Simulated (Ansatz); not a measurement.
# InH₄⁻, singlet: reading a ladder of total energies

Geometry: displaced at random from a stationary point.

```yaml
atoms:
  - { symbol: In, position_ang: [0.0031, 0.0016, 0.0004] }
  - { symbol: H, position_ang: [0.8690, 1.0408, 1.0428] }
  - { symbol: H, position_ang: [-1.1159, -1.0532, 1.0346] }
  - { symbol: H, position_ang: [-1.0328, 0.9531, -1.0088] }
  - { symbol: H, position_ang: [0.9257, -1.1276, -1.1117] }
```

Basis def2-TZVPD with its core potentials; Ansatz 0.2.0. Correlated methods freeze the noble-gas cores and the filled d shells of p-block atoms, which leaves 8 electrons in 83 orbitals. R marks a restricted (for open shells ROHF) determinant. No spin–orbit coupling is included; scalar relativity enters through the core potentials alone.

Full CI isn't at hand for all of this; RCCSDT(Q) serves as the reference, and is uncertain by the last step of the cluster series or more.

RCCSD has a T1 diagnostic of 0.012 and a largest doubles amplitude of 0.03.

Runs differ by some tens of microhartree through their thresholds, so steps under 0.03 kcal/mol mean nothing.

```json
{"level": "RHF", "total energy (hartree)": "-191.503073"}
{"level": "RMP2", "total energy (hartree)": "-191.614437"}
{"level": "RCCSD", "total energy (hartree)": "-191.644384"}
{"level": "RCCSD(T)", "total energy (hartree)": "-191.647007"}
{"level": "RCCSDT", "total energy (hartree)": "-191.647668"}
{"level": "RCCSDT(Q)", "total energy (hartree)": "-191.647741"}
```

Problem. What is the correlation energy at RCCSDT(Q), and what share of it do RMP2 and RCCSD(T) recover?

Solution. E(corr) = -191.647741 − (-191.503073) = -0.144668 hartree = -3.937 eV. RMP2: -0.111364 / -0.144668 = 76.98 %. RCCSD(T): -0.143934 / -0.144668 = 99.49 %.

Problem. By how many kcal/mol does RCCSD(T) miss RCCSDT(Q) (1 hartree = 627.509 kcal/mol), and which steps make up the rest?

Solution. -191.647007 − (-191.647741) = 0.000734 hartree = 0.46 kcal/mol. Steps: RCCSDT − RCCSD(T) = -0.41, RCCSDT(Q) − RCCSDT = -0.05 kcal/mol. That is within 1 kcal/mol of the reference in this basis, which itself misses far more of the correlation at the basis-set limit.
